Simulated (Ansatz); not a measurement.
Born–Oppenheimer molecular dynamics of H4NOSi (7 atoms, charge 0, multiplicity 2). It starts at the highest image of a converged band. Of that band: The profile has 2 maxima (images 1, 5) with wells between them (image 2): this band takes more than one step, which may be the mechanism or a detour left from its start path. Neighbouring images differ by up to 1.7 eV, so the band resolves the path poorly. A vibrational analysis at the climbing image gives one clearly imaginary mode, 1125i cm⁻¹: a first-order saddle point.

Method: UKS PBE-D4/def2-SVP (Ansatz 0.2.0).

```yaml
ensemble: NVE (velocity Verlet)
time_step: 0.5 fs
steps_asked: 200
starting_velocities_drawn_for: 300 K
seed: 10194
```

First frame:

```xyz
7
Properties=species:S:1:pos:R:3
N -0.571 0.753 -0.619
Si 0.386 0.762 0.857
O 1.210 -1.029 0.607
H -0.716 1.623 -1.139
H -1.249 0.042 -0.911
H 0.170 -0.850 1.397
H 0.832 -1.369 -0.237
```

(1) How far do the bonds stretch over the last three quarters of this one trajectory? (Pairs bonded in most of those frames.)

Results:

(1) 
| bond | mean (Å) | spread (Å) | shortest | longest |
| --- | --- | --- | --- | --- |
| N1–Si2 | 1.766 | 0.063 | 1.66 | 1.86 |
| N1–H4 | 1.030 | 0.012 | 1.01 | 1.05 |
| N1–H5 | 1.029 | 0.013 | 1.01 | 1.05 |
| O3–H6 | 0.984 | 0.042 | 0.92 | 1.06 |
| O3–H7 | 0.979 | 0.025 | 0.93 | 1.03 |

Mean temperature of the second half: 703 K. The conserved energy stayed within 0.3 meV per atom of its start (net change 0.047 meV per atom), so the integration is sound. The system heated up, since it started high on the potential surface and ran downhill. A run of 0.1 ps of so small a system gives no equilibrium averages.

Time of the run: 3.2 min on 2 threads of Arm Neoverse V2, with other jobs on the host, peak memory 0.12 GiB.
